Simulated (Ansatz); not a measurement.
Input file:

```yaml
crystal:
  periodic: [false, false, false]
  atoms:
    - {symbol: Si, position_ang: [0.300000, 0.212082, -0.977349]}
    - {symbol: O, position_ang: [0.000000, 0.162082, -1.027349]}
    - {symbol: H, position_ang: [0.000000, 1.366569, 0.980666]}
    - {symbol: H, position_ang: [0.000000, -0.635437, -1.563283]}
basis:
  gaussian: {orbitals: def2-mTZVP}
magnetization: {spin_polarized: true, initial_magnetization: 0}
hamiltonian: {xc: hf}
scf: {lower_state_search: off}
output: {orbitals: {seedname: orbitals}}
```

```sh
$ ansatz run in.yaml --threads 1 --pin off --events-out ev --progress --plain --max-ram 2393MiB
```

(1) How does this run end?

Answers

(1) Converged. The input was made wrong on purpose (atoms on top of each other), so the run isn't a sound calculation of what was asked.
```
these checks for a lower state are left out or cut short: stability, starts, cluster_reference, orbital_swaps, neighbouring_geometries, increment
474 factors; integrals over basis functions are off by at most 7.9e-4 eV
mean field evaluation 1: about -8750.8164 eV, gradient 6.2e1 eV
mean field evaluation 2: about -8751.1123 eV, gradient 6.1e1 eV
mean field evaluation 4: about -8762.2108 eV, gradient 5.1e0 eV
mean field evaluation 8: about -8762.4475 eV, gradient 2.7e-1 eV
mean field evaluation 16: about -8762.4596 eV, gradient 8.8e-2 eV
mean field -8762.46031333 eV, -322.0144771058 hartree, gradient 5.7e-6 eV, S^2 0.000000; 0 other end points of the search recorded, 0 dependent functions left out
reference -8762.46031333 eV, -322.0144771058 hartree; 12, 12 occupied and 40, 40 virtual orbitals, 474 factors
Total energy: -8762.46031333 eV, -322.0144771058 hartree
Checks for a lower state left out: stability, starts, cluster_reference, orbital_swaps, neighbouring_geometries, increment
```
